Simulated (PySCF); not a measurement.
Delta-SCF ions had no search for a lower state. 

Species: H4Si, SMILES `[SiH4]` (charge 0, multiplicity 1).

**Question.** Estimate the HOMO–LUMO gap, dipole moment and vertical ionisation energy (Delta-SCF) that r2SCAN-D4/def2-TZVP run with PySCF returns for this input.

**Answer.** 
```json
{
 "HOMO–LUMO gap": "9.58 eV",
 "dipole_moment": "0.00 D",
 "vertical ionisation energy (Delta-SCF)": "12.31 eV"
}
```
